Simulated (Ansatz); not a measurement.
A (111) slab of Rh (Fm-3m (No. 225)), 6 planes, outer planes Rh (top) and Rh (bottom), with 6 atoms (Rh6) in a surface cell of A = 6.101 Å², as cut from the bulk:

```
Rh
1.0
     2.65426    0.00000    0.00000
    -1.32713    2.29866    0.00000
     0.00000    0.00000   25.83597
Rh
6
Direct
  0.66667 0.33333 0.29029
  0.33333 0.66667 0.37418
  0.00000 0.00000 0.45806
  0.66667 0.33333 0.54194
  0.33333 0.66667 0.62582
  0.00000 0.00000 0.70971
```

All numbers below come from DFT LDA, scalar-relativistic, plane waves, PAW in Ansatz 0.2.0. Plane waves to 420 eV, a k mesh through Γ of 15×15×1 on the computed 6-atom cell and Gaussian smearing (0.10 eV); no spin polarisation. The cell repeats along c with a dipole correction in the vacuum.

Against the same 6 atoms in the bulk, the slab as cut lies 2.017 eV higher and the relaxed slab 1.997 eV higher.

(1) Work out the surface energy before and after relaxation.

(2) A cut through this plane breaks about 3 nearest-neighbour bonds a surface cell. What does each broken bond cost, before relaxation?

(3) What is the ideal work of this cut, per area?

Answers

(1) The slab has two faces, so γ = (E_slab − N·E_bulk)/(2A), the mean of both. As cut: 2.017/(2 × 6.101) = 0.1653 eV/Å², and 1 eV/Å² = 16.02 J/m², so γ = 2.65 J/m². Relaxed: 1.997/(2 × 6.101) = 0.1637 eV/Å² = 2.62 J/m². Relaxation recovers 1.0 % of the cost of cutting.

(2) One cut makes two faces and costs 2γA = 2.017 eV, shared by 3 bonds: 0.67 eV a bond. In a metal this is less than the cohesive energy a bond, since the bonds that remain at the surface strengthen.

(3) Griffith's ideal work is 2γ: 5.30 J/m² if the new faces stay rigid, 5.24 J/m² if they relax. One thickness was run, 6 planes, so γ can still shift with it.